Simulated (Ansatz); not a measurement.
Si2H⁺, relaxed as a triplet with UKS PBE0-D4/def2-TZVP in Ansatz, starting from the PBE0-D4/def2-TZVP geometry of the charge +1 singlet. Force threshold 0.02 eV/Å.

The structure comes from a short search, and lower isomers may exist.

Start:

| atom | x (Å) | y (Å) | z (Å) |
| --- | --- | --- | --- |
| Si1 | -0.1649 | -0.1683 | -0.1111 |
| Si2 | 1.2755 | 1.2970 | 0.8586 |
| H3 | -1.1106 | -1.1287 | -0.7475 |

**Question.** Estimate the energy that the relaxation releases and the steps that it takes.

**Answer.** 0.2 kcal/mol, in 3 steps; 2.4 s on 4 threads of Arm Neoverse V1 on a shared host. No frequencies were taken in this run, so the end may be a saddle point.

**Question.** Does the start keep its bonding and symmetry?

**Answer.** By distances, no bond broke or formed. The bond that changes most is Si1–Si2, from 2.27 to 2.24 Å (atoms count from 1). Point group C∞v at the start, C∞v at the end, both within 0.05 Å.

**Question.** Predict the relaxed structure.

**Answer.** 
Cartesian coordinates in Å:
```
Si -0.1576 -0.1609 -0.1061
Si 1.2609 1.2821 0.8487
H -1.1032 -1.1213 -0.7426
```
Bond lengths: 1 × Si–Si 2.24 Å; 1 × H–Si 1.49 Å.
